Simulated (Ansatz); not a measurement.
## Ansatz (development build ahead of 0.2.0) run

```yaml
crystal:
  periodic: [false, false, false]
  atoms:
    - { symbol: H, position_ang: [0.00448, 0.02327, -1.61885] }
    - { symbol: C, position_ang: [-0.01463, 0.04602, -0.50688] }
    - { symbol: C, position_ang: [-0.00623, 0.04486, 0.77758] }
basis:
  gaussian: { orbitals: STO-3G }
total_charge: -1
hamiltonian:
  xc: hf
correlation:
  method: mp2
  frozen_orbitals: { C: 1, H: 0 }
```

The input is written out in the form of the current development build from the run's settings.

Results

```yaml
Converged: yes
Reference_energy: -75.04575 hartree
Correlation_energy: -0.15335 hartree
Total_energy: -75.19910 hartree
Spin_squared_of_the_determinant: 0.000
```

Caution: no diffuse functions for an anion.
